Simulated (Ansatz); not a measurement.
Ansatz (a quantum-chemistry and plane-wave program) input:

Ansatz 0.2 input:
```yaml
crystal:
  periodic: [false, false, false]
  atoms:
    - {symbol: C, position_ang: [-0.93589625, 0.26227418, -0.00995720]}
    - {symbol: C, position_ang: [0.39202955, 0.34628341, 0.01274769]}
    - {symbol: Cl, position_ang: [-1.43071692, -1.56489665, -0.02182933]}
    - {symbol: H, position_ang: [1.15243413, -0.44700679, 0.02427105]}
    - {symbol: H, position_ang: [0.81353251, 1.35413815, 0.02178490]}
basis:
  gaussian:
    orbitals: def2-TZVP
hamiltonian:
  xc: b3lyp
  dispersion: d3bj
total_charge: -1
relax: {f_tol: 0.002, max_steps: 150}
```

**Question.** Predict the final energy.

**Answer.** -537.63146 Eh (B3LYP-D3(BJ)/def2-TZVP). The basis has 111 functions. The run takes around 27 core-seconds (rough).

It need not be the lowest isomer of its formula. Whether it binds its extra electron was not tested at this geometry.
